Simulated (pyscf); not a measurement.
Thermochemistry of product channels of Cl–C:–Cl [singlet] + hydrogen fluoride (HF) on the singlet surface, in kcal/mol, from CCSD(T)/def2-TZVPP + ΔMP2(QZVPP) energies (ideal gas, 1 atm, RRHO with modes under 100 cm⁻¹ raised to 100, one conformer, R ln 2 for rigid chiral ones). Single points on ωB97X-D3(BJ)/def2-SVP structures (PySCF, gas phase). Correlated levels are frozen-core, on RHF or UHF. ΔMP2 is the change of the MP2 total energy from the triple- to the quadruple-zeta basis.

```tsv
products	ΔE	ΔH(298 K)	ΔG(298 K)	ΔG(900 K)
hydrogen chloride (HCl) + F–C:–Cl [singlet]	?	-4.6	-5.2	-6.0
F–Cl + :HC–Cl [singlet]	+74.1	+73.6	+72.5	+70.8
```

**Question.** Complete the blanks.

**Answer.** 
- hydrogen chloride (HCl) + F–C:–Cl [singlet], ΔE: -3.8

These are energies of the channels, which say nothing of barriers. A restricted singlet here is unstable towards spin polarisation, as is usual where a triplet lies low; its energy is less safe. The CCSD(T) − MP2 part came from Ansatz, without density fitting, on the same reference.
